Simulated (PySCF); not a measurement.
```xyz
4
charge 0 multiplicity 1, angstrom
Cl    0.0000    0.0000   -0.3757
F     0.0000    0.0000    1.2549
F     1.7138    0.0000   -0.2825
F    -1.7138    0.0000   -0.2825
```

Level of theory: PySCF, PBE0, basis Cl def2-SVP, F def2-SVP (no relativity, density fitting).

This geometry of ClF₃ is a stationary point at this level.

(1) What is the point group?

(2) Is it a minimum?

(3) Give the atomic charges and bond orders.

(4) What is the atomisation energy, with and without zero-point energy?

Results:

(1) C2v.

(2) Yes: all harmonic wavenumbers are real.

(3) 
```
atom  Mulliken  Löwdin  polar tensor  Mayer order to Cl1
 Cl1      0.95    0.95          1.57                   –
  F2     -0.22   -0.22         -0.31                0.87
F3,4     -0.37   -0.37         -0.63                0.74
```

(4) 441 kJ/mol without, 423 kJ/mol with.
